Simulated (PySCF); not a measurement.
# One shape, several levels: C6H12 (cis-2-hexene)

We compute a comparison of 6 runs (B2PLYP/6-31G*, CAM-B3LYP/6-31G*, M06-2X/6-31G*, M06-L/6-31G*, PBE0/6-31G*, SCS-MP2/6-31G*) of C6H12 (cis-2-hexene). The job is set up through a Python script.

Program for the calculation: PySCF 2.14.0.

1 further run of the same task is left out (set aside as unsound or not needed).

## (1) The molecule

C6H12: 18 atoms, total charge 0, spin state singlet. SMILES: `C/C=C\CCC`. The coordinates come from a GFN2-xTB relaxation. This is one conformer, not always the lowest.

Some bond lengths: C1–C2 1.499 Å, C2–C3 1.324 Å, C3–C4 1.497 Å, C4–C5 1.532 Å, C5–C6 1.523 Å, C1–H7 1.090 Å, C1–H8 1.088 Å, C1–H9 1.086 Å, C2–H10 1.082 Å, C3–H11 1.083 Å, C4–H12 1.095 Å, C4–H13 1.090 Å, C5–H14 1.092 Å, C5–H15 1.092 Å, C6–H16 1.088 Å, C6–H17 1.088 Å. Some angles: C1–C2–C3 125.6°, C2–C3–C4 126.3°, C3–C4–C5 111.5°, C4–C5–C6 111.7°, C1–C2–H10 115.6°, C3–C2–H10 118.9°, C2–C1–H7 110.6°, C2–C1–H8 111.0°, C2–C1–H9 110.6°, C2–C3–H11 119.2°.

## (2) A single-point energy at B2PLYP/6-31G(d) (spherical functions) (run 1)

File input.py:

```python
from pyscf import gto, dft, mp

mol = gto.M(
    atom='''
C   -1.977570  -1.218270   0.483730
C   -0.746170  -1.048270   1.321210
C    0.464370  -0.768650   0.863220
C    0.844000  -0.561500  -0.569600
C    1.430440   0.835600  -0.798490
C    0.396320   1.927490  -0.555500
H   -1.918060  -2.133300  -0.105060
H   -2.100110  -0.384740  -0.204610
H   -2.861820  -1.277160   1.112040
H   -0.883530  -1.182020   2.386160
H    1.283300  -0.665250   1.564140
H    1.598130  -1.306990  -0.840970
H   -0.018520  -0.704490  -1.220080
H    2.279730   0.983920  -0.127670
H    1.799580   0.905850  -1.824270
H   -0.432050   1.830240  -1.254180
H    0.002020   1.855490   0.455680
H    0.839940   2.912060  -0.685760
''',
    spin=0,
    basis='6-31g*',
    verbose=4,
    charge=0,
    max_memory=1860,
)

ks = dft.RKS(mol)
ks.xc = '0.53*HF + 0.47*B88, 0.73*LYP'
ks.grids.level = 5
ks.conv_tol = 1e-10
ks.kernel()
if not ks.converged:
    ks = ks.newton().run(ks.mo_coeff, ks.mo_occ)

pt = mp.MP2(ks, frozen=6).run()
e_final = ks.e_tot + 0.27 * pt.e_corr
print('PT2 part  %.8f' % (0.27 * pt.e_corr))
print('E = %.10f Eh' % e_final)
```

Launch:

```
$ OMP_NUM_THREADS=1 python input.py
```

The log of the run:

```text
PySCF version 2.14.0

[... 88 lines left out ...]
converged SCF energy = -235.270046178287
[... 1 line left out ...]
******** <class 'pyscf.mp.mp2.RMP2'> ********
nocc = 18, nmo = 102
frozen orbitals 6
E(RMP2) = -236.214233662464  E_corr = -0.944187484176685
E(SCS-RMP2) = -236.208569783917  E_corr = -0.938523605629782
E_corr(same-spin) = -0.224424663902585
E_corr(oppo-spin) = -0.7197628202741
PT2 part  -0.25493062
E = -235.5249767990 Eh
```

Wall time 42 s (1 thread of Intel Xeon at 2.70GHz, shared host); peak memory 0.59 GiB.

## (3) The energy at CAM-B3LYP/6-31G(d) (spherical functions) (run 2)

File input.py:

```python
from pyscf import gto, dft

mol = gto.M(
    atom='''
C     -3.737066    -2.302197     0.914117
C     -1.410057    -1.980943     2.496725
C      0.877532    -1.452538     1.631249
C      1.594929    -1.061081    -1.076388
C      2.703140     1.579055    -1.508927
C      0.748936     3.642428    -1.049743
H     -3.624608    -4.031353    -0.198535
H     -3.968633    -0.727053    -0.386657
H     -5.408056    -2.413483     2.101451
H     -1.669630    -2.233694     4.509189
H      2.425086    -1.257140     2.955796
H      3.020028    -2.469853    -1.589203
H     -0.034998    -1.331293    -2.305617
H      4.308065     1.859339    -0.241261
H      3.400713     1.711808    -3.447371
H     -0.816456     3.458652    -2.370057
H      0.003817     3.506368     0.861110
H      1.587257     5.502996    -1.295899
''',
    unit='bohr',
    max_memory=1860,
    spin=0,
    basis='6-31g*',
    verbose=4,
)

mf = dft.RKS(mol, xc='cam-b3lyp')
mf.grids.level = 5
mf.conv_tol = 1e-10
mf.kernel()
if not mf.converged:
    mf = mf.newton().run(mf.mo_coeff, mf.mo_occ)

e_tot = mf.e_tot
print('Final energy', e_tot)
```

Launch:

```
$ OMP_NUM_THREADS=1 python input.py
```

The log of the run:

```text
PySCF version 2.14.0

[... 86 lines left out ...]
converged SCF energy = -235.687854457563
Final energy -235.68785445756276
```

It took 80 s on 1 thread of Intel Xeon at 2.70GHz, shared host; peak memory 0.59 GiB.

Runs 3 to 4 aren't shown in full; the table further down has their settings and results.

## (4) The energy at PBE0/6-31G(d) (spherical functions) (run 5)

File job.py:

```python
# cis-2-hexene
from pyscf import gto, dft

system = gto.Mole()
system.atom = '''
C     -1.977570    -1.218270     0.483730
C     -0.746170    -1.048270     1.321210
C      0.464370    -0.768650     0.863220
C      0.844000    -0.561500    -0.569600
C      1.430440     0.835600    -0.798490
C      0.396320     1.927490    -0.555500
H     -1.918060    -2.133300    -0.105060
H     -2.100110    -0.384740    -0.204610
H     -2.861820    -1.277160     1.112040
H     -0.883530    -1.182020     2.386160
H      1.283300    -0.665250     1.564140
H      1.598130    -1.306990    -0.840970
H     -0.018520    -0.704490    -1.220080
H      2.279730     0.983920    -0.127670
H      1.799580     0.905850    -1.824270
H     -0.432050     1.830240    -1.254180
H      0.002020     1.855490     0.455680
H      0.839940     2.912060    -0.685760
'''
system.verbose = 3
system.charge = 0
system.spin = 0
system.basis = '6-31g*'
system.max_memory = 1860
system.build()

mf = dft.RKS(system, xc='pbe0')
mf.conv_tol = 1e-10
mf.grids.level = 5
mf.kernel()
if not mf.converged:
    mf = mf.newton().run(mf.mo_coeff, mf.mo_occ)

energy = mf.e_tot
print(f'total energy: {energy:.8f} hartree')
```

Launch:

```
$ OMP_NUM_THREADS=1 python job.py
```

The log of the run:

```text
converged SCF energy = -235.543370796161
total energy: -235.54337080 hartree
```

Run time: 56 s. Hardware: 1 thread of Intel Xeon at 2.70GHz, shared host; peak memory 0.59 GiB.

## (5) A single-point energy at SCS-MP2/6-31G(d) (spherical functions) (run 6)

File job.py:

```python
from pyscf import gto, mp

mol = gto.M(
    atom='''
C     -3.737066    -2.302197     0.914117
C     -1.410057    -1.980943     2.496725
C      0.877532    -1.452538     1.631249
C      1.594929    -1.061081    -1.076388
C      2.703140     1.579055    -1.508927
C      0.748936     3.642428    -1.049743
H     -3.624608    -4.031353    -0.198535
H     -3.968633    -0.727053    -0.386657
H     -5.408056    -2.413483     2.101451
H     -1.669630    -2.233694     4.509189
H      2.425086    -1.257140     2.955796
H      3.020028    -2.469853    -1.589203
H     -0.034998    -1.331293    -2.305617
H      4.308065     1.859339    -0.241261
H      3.400713     1.711808    -3.447371
H     -0.816456     3.458652    -2.370057
H      0.003817     3.506368     0.861110
H      1.587257     5.502996    -1.295899
''',
    unit='bohr',
    verbose=4,
    max_memory=1860,
    basis='6-31g*',
)

myscf = mol.RHF()
myscf.conv_tol = 1e-10
myscf.kernel()
if not myscf.converged:
    myscf = myscf.newton().run(myscf.mo_coeff, myscf.mo_occ)

pt = mp.MP2(myscf, frozen=6).run()
energy = myscf.e_tot + 1.2 * pt.e_corr_os + pt.e_corr_ss / 3
print(f'total energy: {energy:.8f} hartree')
```

Launch:

```
$ OMP_NUM_THREADS=1 python job.py
```

The log of the run:

```text
PySCF version 2.14.0

[... 72 lines left out ...]
converged SCF energy = -234.172696999758
[... 1 line left out ...]
******** <class 'pyscf.mp.mp2.RMP2'> ********
nocc = 18, nmo = 102
frozen orbitals 6
E(RMP2) = -234.945281239474  E_corr = -0.772584239715742
E(SCS-RMP2) = -234.940960024171  E_corr = -0.768263024412783
E_corr(same-spin) = -0.183274688360893
E_corr(oppo-spin) = -0.589309551354849
total energy: -234.94096002 hartree
```

Run time: 4.5 s. Hardware: 1 thread of Intel Xeon at 2.70GHz, shared host; peak memory 0.33 GiB.

## (6) The series

```
run                                   level  frozen core orbitals  integration grid  energy (Eh)  dipole moment (D) of the reference  HOMO energy (eV)  LUMO energy (eV)  wall time
  1     B2PLYP/6-31G* (spherical functions)                     6                 5  -235.524977                                0.17             -7.56              2.55       42 s
  2  CAM-B3LYP/6-31G* (spherical functions)                     –                 5  -235.687854                                0.18             -7.94              2.27       80 s
  3     M06-2X/6-31G* (spherical functions)                     –                 5  -235.711555                                0.18             -7.89              1.91       81 s
  4      M06-L/6-31G* (spherical functions)                     –                 5  -235.796940                                0.19             -5.71              0.17    1.9 min
  5       PBE0/6-31G* (spherical functions)                     –                 5  -235.543371                                0.19             -6.65              1.02       56 s
  6    SCS-MP2/6-31G* (spherical functions)                     6                 –  -234.940960                                0.14             -9.19              5.01      4.5 s
```

## (7) Outcome

| quantity | value |
| --- | --- |
| run 6: total energy | -234.94096 Eh |
| run 6: dipole moment (Hartree–Fock density) | 0.14 D |
| run 6: HOMO energy (Hartree–Fock orbitals) | -9.19 eV |
| run 6: LUMO energy (Hartree–Fock orbitals) | 5.01 eV |
| run 6: HOMO–LUMO gap (Hartree–Fock orbitals) | 14.20 eV |
| run 6: correlation energy (6 core orbitals frozen) | -768.3 mEh |

**Reading.** Over runs 1, 2, 3, 4, 5 the dipole moment (its size) runs from 0.17 D (B2PLYP/6-31G*) to 0.19 D (PBE0/6-31G*). A double hybrid's value is that of its SCF part. Over runs 1, 2, 3, 4, 5 the HOMO–LUMO gap runs from 5.88 eV (M06-L/6-31G*) to 10.21 eV (CAM-B3LYP/6-31G*). Totals of different functionals can't be ranked against each other. All runs together took 6.3 min, the longest 1.9 min.
